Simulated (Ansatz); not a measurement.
Input file:

```yaml
crystal:
  periodic: [false, false, false]
  atoms:
    - {symbol: P, position_ang: [0.000000, 0.000000, 2.203300]}
    - {symbol: Ga, position_ang: [0.000000, 0.000000, 0.000000]}
    - {symbol: P, position_ang: [0.000000, 0.000000, -2.203300]}
basis:
  gaussian: {orbitals: cc-pVDZ}
magnetization: {spin_polarized: false, initial_magnetization: 5}
correlation: {method: ccsdt_q, electrons: outside_noble_gas}
```

```sh
$ ansatz run in.yaml --threads 1 --pin off --events-out ev --progress --plain --max-ram 2393MiB
```

The program prints:

```
1213 factors; integrals over basis functions are off by at most 1.8e-7 eV
mean field evaluation 1: about -70872.9817 eV, gradient 6.5e0 eV
mean field evaluation 2: about -70873.0874 eV, gradient 6.9e0 eV
mean field evaluation 4: about -70873.5141 eV, gradient 9.6e-1 eV
mean field evaluation 8: about -70873.5271 eV, gradient 1.7e-1 eV
mean field evaluation 16: about -70873.5846 eV, gradient 6.1e-1 eV
mean field evaluation 32: about -70873.3628 eV, gradient 9.0e-1 eV
mean field evaluation 64: about -70873.7945 eV, gradient 2.3e-3 eV
mean field evaluation 96: about -70873.8615 eV, gradient 2.9e-1 eV
mean field evaluation 128: about -70873.7945 eV, gradient 9.7e-3 eV
mean field evaluation 160: about -70873.7945 eV, gradient 2.8e-2 eV
...
cycle  26  -6.68643461 eV  change   -2.6e-5 eV  update   5.8e-5
cycle  27  -6.68642264 eV  change    1.2e-5 eV  update   3.7e-5
cycle  28  -6.68645755 eV  change   -3.5e-5 eV  update   2.9e-5
cycle  29  -6.68646152 eV  change   -4.0e-6 eV  update   2.0e-5
cycle  30  -6.68646211 eV  change   -5.9e-7 eV  update   1.3e-5
cycle  31  -6.68645518 eV  change    6.9e-6 eV  update   8.5e-6
cycle  32  -6.68645877 eV  change   -3.6e-6 eV  update   6.1e-6
cycle  33  -6.68646371 eV  change   -4.9e-6 eV  update   3.4e-6
cycle  34  -6.68646509 eV  change   -1.4e-6 eV  update   2.1e-6
cycle  35  -6.68646507 eV  change    1.2e-8 eV  update   1.3e-6
perturbative correction -0.01588895 eV, -0.0005839081 hartree
Total energy: -70880.56805599 eV, -2604.8128314831 hartree
```

Ran on 1 thread of Intel Xeon, shared host: 4.5 min wall, 0.57 GiB peak host memory.
